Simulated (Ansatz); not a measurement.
Species: CHF₂, net charge -1, singlet state. It need not be the lowest isomer of its formula. Whether it binds its extra electron was not tested at this geometry. SMILES: F[CH-]F
Geometry: optimised at B3LYP-D3(BJ)/def2-TZVP (Ansatz, a first-principles code).

Parts of the frozen-core correlation energy in STO-3G (Ansatz, hartree). Frozen orbitals: 3; correlated occupied orbitals by spin: 10 and 10; virtual: 3 and 3. Spin-orbit coupling is left out. No relativistic terms.

```csv
term,value
reference (HF),-233.80155
MP2 opposite-spin,?
MP2 same-spin,-0.00517
CCSD correlation,?
(T),?
FCI minus CCSD(T),-0.00051
T1 diagnostic,0.009
largest doubles amplitude,0.059
```

Problem. Some entries are withheld; supply them.

Solution. 
- MP2 opposite-spin, value: -0.06060
- CCSD correlation, value: -0.08991
- (T), value: -0.00169
